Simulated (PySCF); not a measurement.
Species: C6H9 (doublet state).
Structure used (GFN2-xTB), in Å, numbered top down from 1:
```
atom  x, y, z in Å
C1     2.0908    0.0201    0.3969
C2     1.0026    0.9641    0.0847
C3    -0.2878    0.2451   -0.2090
C4    -1.7040    0.5220    0.2011
C5    -1.0909   -0.8246    0.4312
C6    -0.5854   -1.0135   -0.9661
H7     2.8398   -0.2229   -0.3303
H8     2.0462   -0.5624    1.2970
H9     0.8070    1.6195    0.9436
H10    1.2667    1.5899   -0.7727
H11   -1.8605    1.1589    1.0637
H12   -2.4658    0.6329   -0.5640
H13   -1.0030   -1.4272    1.3085
H14    0.2314   -1.7085   -1.1168
H15   -1.2914   -0.9852   -1.7899
```

The hyperfine couplings belong to this conformer and change with its torsions.

Identity: `[CH2]C[C@]12C[C@H]1C2` [radical].

Method used: UKS B3LYP, pcH-1 on C H, non-relativistic, mean-field spin-orbit, GIAO (PySCF 2.14.0). The structure is a single GFN2-xTB conformer in the gas phase; no vibrational or solvent corrections. The geometry wasn't refined by DFT: couplings that depend on bond lengths, twists or pyramidal angles can differ widely from those at the functional's own minimum. The SCF solution wasn't tested for stability.

Break the g tensor into its mass correction, gauge correction and orbital-Zeeman/spin–orbit terms.

```json
{"Δg (ppm)": "relativistic mass correction", "1": "-140", "2": "-140", "3": "-140"}
{"Δg (ppm)": "gauge correction", "1": "7", "2": "35", "3": "19"}
{"Δg (ppm)": "orbital Zeeman/spin–orbit", "1": "-23", "2": "567", "3": "735"}
{"Δg (ppm)": "total", "1": "-156", "2": "461", "3": "614"}
```

So g = 2.00216, 2.00278, 2.00293 and g_iso = 2.00263; the tensor is rhombic: the two nearest values differ by 20 % of g3 − g1. Axes: g2 points within 10° of the C1–C2 bond.

What are the electron Larmor frequencies g μB B/h along the three axes at 3350 mT?

93.8763, 93.9052, 93.9124 GHz for g1, g2 and g3, a range of 36.1 MHz.

At 9.796 GHz, how far is the centre of the isotropic spectrum from where a free electron (g = 2.002319) resonates?

B = hν/(g μB) with μB/h = 13.99624 MHz/mT gives 349.55 mT for the free electron and 349.49 mT at g_iso, 0.05 mT lower.

In a frozen sample, at which fields do the three g values resonate at 9.5, 34, 94 and 263 GHz (hyperfine left aside), and which band first spreads them over more than twice a line width of 1.0 mT?

```json
{"band": "X", "GHz": "9.5", "B(g3) mT": "338.88", "B(g2) mT": "338.91", "B(g1) mT": "339.01", "spread mT": "0.13"}
{"band": "Q", "GHz": "34.0", "B(g3) mT": "1212.83", "B(g2) mT": "1212.93", "B(g1) mT": "1213.30", "spread mT": "0.47"}
{"band": "W", "GHz": "94.0", "B(g3) mT": "3353.13", "B(g2) mT": "3353.38", "B(g1) mT": "3354.42", "spread mT": "1.29"}
{"band": "J", "GHz": "263.0", "B(g3) mT": "9381.62", "B(g2) mT": "9382.33", "B(g1) mT": "9385.23", "spread mT": "3.61"}
```

The spread grows in proportion to the frequency. J band is the first where it exceeds 2.0 mT.

Largest spin populations (Mulliken): C1 (+1.08) and C2 (-0.08). No atom but C1 exceeds +0.15. The positive populations add up to 1.18 and the negative ones to -0.18, together 2S = 1. The angles at C1 add up to 359.2°, so it is planar; its axial dipolar tensor and the negative couplings of its protons fit spin in a p orbital normal to that plane.

The HOMO–LUMO gaps are 7.15 eV among the α and 4.96 eV among the β orbitals.
